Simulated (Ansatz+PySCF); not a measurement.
doublet C6H5: levels of theory in one basis

```yaml
atoms:
  - { symbol: C, position_ang: [1.3970, 0.0000, 0.0000] }
  - { symbol: C, position_ang: [0.7708, 1.2260, 0.0000] }
  - { symbol: C, position_ang: [-0.6310, 1.2129, 0.0000] }
  - { symbol: C, position_ang: [-1.3222, 0.0000, 0.0000] }
  - { symbol: C, position_ang: [-0.6310, -1.2129, 0.0000] }
  - { symbol: C, position_ang: [0.7708, -1.2260, 0.0000] }
  - { symbol: H, position_ang: [1.3261, 2.1679, 0.0000] }
  - { symbol: H, position_ang: [-1.1817, 2.1579, 0.0000] }
  - { symbol: H, position_ang: [-2.4148, 0.0000, 0.0000] }
  - { symbol: H, position_ang: [-1.1817, -2.1579, 0.0000] }
  - { symbol: H, position_ang: [1.3261, -2.1679, 0.0000] }
```

Basis set: def2-SVP (spherical functions). Frozen core: 6 orbitals. Correlation on ROHF uses semicanonical orbitals with singles. Charge 0, multiplicity 2.

Computed with Ansatz (development build ahead of 0.2.0); each method stands on the lowest determinant of its kind that the runs found. NEVPT2 correlates all electrons. Active spaces start from the frontier orbitals, and the lowest solution found is given.

| method | E − E(ROHF) (eV) | <S²> of the determinant |
| --- | --- | --- |
| ROHF | 0.00 | 0.75 |
| UHF | -0.37 | 1.38 |
| ROHF-MP2 | -20.45 | – |
| UHF-MP2 | -19.46 | 1.38 |
| CASSCF(7,7) | -2.05 | – |
| CASSCF(3,3) | -0.37 | – |
| SC-NEVPT2(7,7) | -21.02 | – |

**Question.** What does SC-NEVPT2(3,3) give on the same scale?

**Answer.** -20.86 eV. NEVPT2 here correlates all electrons, so it doesn't share the others' frozen core.

**Question.** Is a single determinant a sound starting point here?

**Answer.** It is doubtful. Unrestricted orbitals lower Hartree–Fock by 0.37 eV and <S²> is 1.38 where a pure state has 0.75, a sign of strong static correlation. The CASSCF(7,7) natural occupations are 1.96, 1.90, 1.89, 1.00, 0.11, 0.10, 0.04. The CASSCF(3,3) natural occupations are 1.96, 1.00, 0.04.

Caution for UHF, UHF-MP2: the unrestricted determinant is spin contaminated. Caution for CASSCF(7,7), CASSCF(3,3), SC-NEVPT2(7,7): other starts end on other solutions of this active space.
